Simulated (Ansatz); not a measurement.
Compare A (`C=CC(=C)CF`) with its isomer B (`CC1(C)C=C1F`).

Isolated molecules relaxed with PBE0-D4/def2-TZVP in Ansatz; ΔE leaves out vibrations. CCSD(T)/CBS is the MP2 limit (def2-TZVPP, def2-QZVPP) plus CCSD(T) − MP2 in def2-TZVPP, frozen cores. DFT in def2-TZVPP. B3LYP here is the variant with VWN-RPA as its local correlation; programs differ in this. Each species was taken in one conformer, which may not be the lowest.

A:

```xyz
13

C     0.993   -0.851    1.523
C     0.573    0.291    0.980
C    -0.188    0.424   -0.255
C    -0.560    1.620   -0.711
C    -0.534   -0.835   -0.987
F    -1.251   -0.582   -2.134
H     1.556   -0.854    2.448
H     0.798   -1.819    1.075
H     0.803    1.228    1.480
H    -0.301    2.521   -0.168
H    -1.126    1.724   -1.628
H    -1.139   -1.492   -0.352
H     0.376   -1.374   -1.271
```

B:

Z-matrix (Å, degrees):
```
C
C 1 1.514
H 1 1.094 2 111.1
H 1 1.091 2 111.2 3 -120.6
H 1 1.094 2 110.6 3 118.9
C 2 1.514 1 113.3 3 -59.7
C 2 1.553 1 119.1 3 152.6
C 2 1.464 1 120.6 3 94.1
H 6 1.091 2 111.2 1 -179.7
H 6 1.094 2 110.6 1 -59.3
H 6 1.094 2 111.1 1 59.6
H 7 1.076 2 144.7 1 72.9
F 8 1.312 2 143.9 1 -76.0
```

**Question.** Which is lower in electronic energy at CCSD(T)/CBS, and by how much? (Best estimate.)

**Answer.** Computed: A, by 151.7 kJ/mol.

**Question.** Give E(B) − E(A) in kJ/mol with B3LYP-D4, HF/def2-TZVPP, ωB97M-V, PBE0-D4, B2PLYP, MP2/def2-TZVPP, CCSD/def2-TZVPP. (Estimate.)

**Answer.** Computed: B3LYP-D4 158.5, HF/def2-TZVPP 178.1, ωB97M-V 141.5, PBE0-D4 132.4, B2PLYP 153.3, MP2/def2-TZVPP 136.1, CCSD/def2-TZVPP 152.2. None reverses the order clearly.

Largest T1 diagnostic: 0.011.

In def2-TZVPP, CCSD(T) changes the Hartree–Fock value by −27.5 kJ/mol (the triples alone add −1.5 kJ/mol) and MP2 by −42.0 kJ/mol.
